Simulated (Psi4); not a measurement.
Psi4 input (wB97X-D/6-31G*):

```
memory 1500 MB

molecule {
0 2
N    -0.00000000   -0.00000000   -0.61062678
O     0.00000000    0.00000000    0.53429844
symmetry c1
no_reorient
no_com
}

set {
  basis 6-31G*
  reference uks
  scf_type pk
  dft_radial_points 99
  dft_spherical_points 590
  e_convergence 1e-8
  d_convergence 1e-7
  maxiter 150
}

e = energy('wb97x-d')
print_out(f'\nFINAL {e:.10f} DIPOLE {variable("CURRENT DIPOLE")[0]:.6f} {variable("CURRENT DIPOLE")[1]:.6f} {variable("CURRENT DIPOLE")[2]:.6f}\n')
```

Question: What final total energy does it give?

Answer: -129.84417 Eh.
